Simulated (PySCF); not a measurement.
C5H7P.
Bonds: C1–C2, C2–C3, C3–C4 (double), C4–P5, P5–C6, C2–C6 (double). Hydrogens: H7, H8, H9 on C1; H10 on C3; H11 on C4; H12 on P5; H13 on C6.

Level of theory: CAM-B3LYP/def2-SV(P) geometry optimisation, gas phase (PySCF 2.14.0).

What internal coordinates does the optimisation give?

```
               bond  length (Å)
              C1–C2       1.501
              C2–C3       1.467
              C3–C4       1.350
              C4–P5       1.811
              P5–C6       1.809
              C2–C6       1.354
C1–H7, C1–H8, C1–H9       1.103
             C3–H10       1.095
             C4–H11       1.092
             P5–H12       1.428
             C6–H13       1.092
```

Bonds in one row agree within 0.01 Å and their mean is given. A selection of angles:
```
    angle  degrees
 C2–C1–H7    111.5
 H7–C1–H8    108.0
 C1–C2–C3    121.5
 C1–C2–C6    125.8
 C3–C2–C6    112.7
 C2–C3–C4    114.9
C2–C3–H10    121.4
C4–C3–H10    123.8
 C3–C4–P5    110.2
C3–C4–H11    124.7
P5–C4–H11    124.7
 C4–P5–C6     89.9
C4–P5–H12    100.2
C6–P5–H12    101.0
P5–C6–H13    124.2
 C2–C6–P5    111.3
C2–C6–H13    124.0
```

P5 (ring phosphorus) is pyramidal (angles 101.0°, 100.2° and 89.9°, sum 291.1°, 0.82 Å off the plane of its three neighbours). The 5-membered ring C2–C3–C4–P5–C6 has internal angles of 89.9° to 114.9°; it is slightly puckered (a soft mode that the optimisation may not have finished), 0.05 Å rms from its mean plane, widest ring torsion 9°. The C–C distances run from 1.350 Å (C3–C4, drawn aromatic) to 1.501 Å (C1–C2, drawn single), a spread of 0.151 Å.

Not checked by CAM-B3LYP/def2-SV(P) frequencies.
